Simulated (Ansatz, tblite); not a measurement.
# SbI3: rung by rung

How do method and basis change the picture of SbI3 (singlet)?

Method: as each input shows; program: Ansatz 0.2.0, Gaussian basis.

Plan: GFN1-xTB, GFN2-xTB, PBE-D4/def2-TZVP, r2SCAN-D4/def2-TZVP, B2PLYP/def2-TZVP, HSE06-D4/def2-TZVP, revPBE-D4/def2-TZVP, r2SCANh-D4/def2-TZVP, CAM-B3LYP-D4/def2-TZVP, PBE-QIDH/def2-TZVP, B3LYP-D4/def2-TZVP, PBE-D4/def2-SVP, PBE0-D4/def2-SVP, CCSD(T)/def2-SVP, MP2/def2-TZVP, RPA/def2-TZVP.

### 1 The relaxed structure

The singlet was relaxed beforehand with PBE-D4/def2-SVP.

4 atoms, charge 0, spin multiplicity 1.

Bond lengths: Sb1–I2 2.765 Å, Sb1–I3 2.765 Å, Sb1–I4 2.765 Å. Angles: I2–Sb1–I3 100.6°, I2–Sb1–I4 100.6°, I3–Sb1–I4 100.6°.

I, Sb take a core potential in the def2 sets. No spin-orbit coupling is included.

PBE0-D4/def2-TZVP was run before; its log isn't repeated, and its numbers join the tables.

### 2 GFN1-xTB

Tight binding, by tblite at 300 K electronic temperature and without a spin-polarisation term:

```python
tblite.interface.Calculator('GFN1-xTB', numbers, positions, charge=0, uhf=0).singlepoint()
```

Energy -395.9189 eV, HOMO -11.06 eV, LUMO -6.64 eV; 0.005 s.

### 3 GFN2-xTB

Tight binding, by tblite at 300 K electronic temperature and without a spin-polarisation term:

```python
tblite.interface.Calculator('GFN2-xTB', numbers, positions, charge=0, uhf=0).singlepoint()
```

Energy -376.2836 eV, HOMO -11.84 eV, LUMO -7.99 eV; 0.005 s.

### 4 PBE-D4/def2-TZVP

start.molden holds the orbitals of an earlier run on this state, given as this run's starting guess.

in.yaml

```yaml
crystal:
  periodic: [false, false, false]
  atoms:
    - {symbol: Sb, position_ang: [-0.004148, 0.005133, 0.951070]}
    - {symbol: I, position_ang: [2.458316, -0.031202, -0.306099]}
    - {symbol: I, position_ang: [-1.201530, 2.140764, -0.333760]}
    - {symbol: I, position_ang: [-1.252648, -2.114696, -0.311220]}
basis:
  gaussian: {orbitals: def2-TZVP, initial_orbitals: start.molden}
hamiltonian: {xc: pbe, dispersion: d4}
scf: {omitted_lower_state_checks: [starts]}
output: {orbitals: {seedname: orbitals}}
```

Started as:

```sh
$ ansatz run in.yaml --threads 4 --pin off --events-out ev --progress --plain --max-ram 3916MiB
```

After this run come: r2SCAN-D4/def2-TZVP; B2PLYP/def2-TZVP; HSE06-D4/def2-TZVP; revPBE-D4/def2-TZVP; r2SCANh-D4/def2-TZVP; CAM-B3LYP-D4/def2-TZVP; PBE-QIDH/def2-TZVP; B3LYP-D4/def2-TZVP; PBE-D4/def2-SVP; PBE0-D4/def2-SVP; CCSD(T)/def2-SVP; MP2/def2-TZVP; RPA/def2-TZVP.

Q: Predict the results of all the runs planned. Wanted: gap in def2-TZVP, named functionals, smallest and largest; correlation energy, CCSD(T)/def2-SVP; correlation energy, MP2/def2-TZVP; binding an atom, CCSD(T)/def2-SVP; PBE0 total energy, smallest basis above largest.

The runs gave:

| quantity | value |
| --- | --- |
| gap in def2-TZVP, named functionals, smallest and largest | 2.93 eV (PBE-D4), 6.52 eV (CAM-B3LYP-D4) |
| correlation energy, CCSD(T)/def2-SVP | -13.68 eV |
| correlation energy, MP2/def2-TZVP | -49.62 eV |
| binding an atom, CCSD(T)/def2-SVP | 1.385 eV |
| PBE0 total energy, smallest basis above largest | 1.07 eV (def2-SVP, def2-TZVP) |

What this shows: Over the named functionals in def2-TZVP the gap runs from 2.93 eV (PBE-D4) to 6.52 eV (CAM-B3LYP-D4); exact exchange widens it. The functionals in def2-TZVP miss CCSD(T)/def2-SVP by +0.308 (CAM-B3LYP-D4) to +0.574 eV (PBE-D4) an atom. The yardstick is in a double-zeta basis, so levels in larger sets aren't compared like for like. The reference is CCSD(T) in one finite basis, so it carries an error of its own, often a tenth of an eV or more, and near misses can't be ranked.
